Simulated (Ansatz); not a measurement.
Level of theory: frozen-core CCSD(T)/def2-TZVPP // B3LYP-D3(BJ)/def2-SVP (Ansatz, a first-principles code).

Ansatz 0.2 input:
```yaml
crystal:
  periodic: [false, false, false]
  atoms:
    - { symbol: O, position_ang: [0.004092, 0.400769, -0.000001] }
    - { symbol: H, position_ang: [0.754938, -0.208114, -0.000002] }
    - { symbol: H, position_ang: [-0.759031, -0.192654, 0.000003] }
basis:
  gaussian: { orbitals: def2-TZVPP }
correlation:
  method: ccsd_t
```

Output:

```
Functional definition: HF
361 factors; integrals over basis functions are off by at most 7.6e-4 eV
mean field evaluation 1: about -2067.9652 eV, gradient 3.3e1 eV
mean field evaluation 2: about -2067.9649 eV, gradient 3.3e1 eV
mean field evaluation 4: about -2069.7334 eV, gradient 1.4e0 eV
mean field evaluation 8: about -2069.7409 eV, gradient 3.1e-5 eV
mean field evaluation 16: about -2069.7404 eV, gradient 3.4e-1 eV
mean field -2069.74090205 eV, -76.0615752296 hartree, gradient 3.7e-6 eV, S^2 0.000000; 0 other end points of the search recorded, 0 dependent functions left out
1 core orbitals not correlated
reference -2069.74090205 eV, -76.0615752296 hartree; 4, 4 occupied and 54, 54 virtual orbitals, 361 factors
second order -7.12482800 eV of doubles, -0.00000000 eV of singles
cycle   1  -7.12559003 eV  change   -7.6e-4 eV  update   4.1e-2
cycle   2  -7.25937412 eV  change   -1.3e-1 eV  update   1.1e-2
cycle   3  -7.28409667 eV  change   -2.5e-2 eV  update   4.4e-3
cycle   4  -7.28268702 eV  change    1.4e-3 eV  update   8.2e-4
cycle   5  -7.28309348 eV  change   -4.1e-4 eV  update   3.0e-4
cycle   6  -7.28316490 eV  change   -7.1e-5 eV  update   7.9e-5
cycle   7  -7.28316161 eV  change    3.3e-6 eV  update   2.7e-5
cycle   8  -7.28315841 eV  change    3.2e-6 eV  update   7.4e-6
perturbative correction -0.20966836 eV, -0.0077051702 hartree
Total energy: -2077.23372882 eV, -76.3369315345 hartree
```

Cost: very roughly 1.7 core-seconds.
